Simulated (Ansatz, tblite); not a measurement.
# SnH2: charged states by level of theory

The task here is to estimate one member of a computed series from the others.

Computed with Ansatz 0.2.0, Gaussian basis. Level: as each input shows.

The runs, in order: charge +1 doublet, at the geometry of the singlet (PBE0-D4/def2-TZVP, PBE-D4/def2-TZVP, r2SCAN-D4/def2-TZVP, CCSD(T)/def2-TZVPP); charge -1 doublet, at the geometry of the singlet (PBE0-D4/def2-TZVPD, PBE-D4/def2-TZVPD, r2SCAN-D4/def2-TZVPD, CCSD(T)/def2-TZVPD); the starting singlet's energies come from earlier runs.

### The structure

The geometry is that of the singlet, from an earlier relaxation (r2SCAN-D4/def2-TZVP).

3 atoms, charge 0, spin multiplicity 1.

Atoms are counted from 1 here; the program's logs count them from 0.

Bond lengths: Sn1–H2 1.772 Å, Sn1–H3 1.772 Å. Angles: H2–Sn1–H3 90.0°.

Sn takes a core potential in the def2 sets. No spin-orbit coupling is included.

The first run:

File in.yaml:

```yaml
crystal:
  periodic: [false, false, false]
  atoms:
    - {symbol: Sn, position_ang: [0.005051, -0.008505, -0.834990]}
    - {symbol: H, position_ang: [1.250706, -0.018202, 0.425304]}
    - {symbol: H, position_ang: [-1.255757, 0.026707, 0.409686]}
basis:
  gaussian: {orbitals: def2-TZVP}
total_charge: 1
magnetization: {spin_polarized: true, initial_magnetization: 1}
hamiltonian: {xc: pbe0, dispersion: d4}
output: {orbitals: {seedname: orbitals}}
```

Command:

```console
> ansatz run in.yaml --threads 4 --pin off --events-out ev --progress --plain --max-ram 3916MiB
```

Among the steps run: Charge +1 doublet at the fixed geometry, PBE0-D4/def2-TZVP; Charge +1 doublet at the fixed geometry, PBE-D4/def2-TZVP; Charge +1 doublet at the fixed geometry, r2SCAN-D4/def2-TZVP; Charge +1 doublet at the fixed geometry, CCSD(T)/def2-TZVPP; Charge -1 doublet at the fixed geometry, PBE0-D4/def2-TZVPD; Charge -1 doublet at the fixed geometry, PBE-D4/def2-TZVPD; Charge -1 doublet at the fixed geometry, r2SCAN-D4/def2-TZVPD; Charge -1 doublet at the fixed geometry, CCSD(T)/def2-TZVPD.

One table of the session follows, with a row left open; its other results are not shown here.

| method | vertical electron affinity (eV) |
| --- | --- |
| HF/def2-TZVPD | 0.69 |
| PBE-D4/def2-TZVPD | ? |
| r2SCAN-D4/def2-TZVPD | 1.27 |
| PBE0-D4/def2-TZVPD | 1.17 |
| MP2/def2-TZVPD | 1.03 |
| CCSD/def2-TZVPD | 1.03 |
| CCSD(T)/def2-TZVPD | 1.06 |

Q: Estimate the row for PBE-D4/def2-TZVPD from the others.

The run gave: vertical electron affinity (eV): 1.14. In the column «vertical electron affinity (eV)» it lies between CCSD(T)/def2-TZVPD (1.06) and PBE0-D4/def2-TZVPD (1.17).

Caveats from the session: The closed-shell reference under CCSD(T)/def2-TZVPD is unstable towards broken spin symmetry, which adds to the doubt on it. CCSD(T)/def2-TZVPP isn't at the basis-set limit; small misses against it rank nothing.
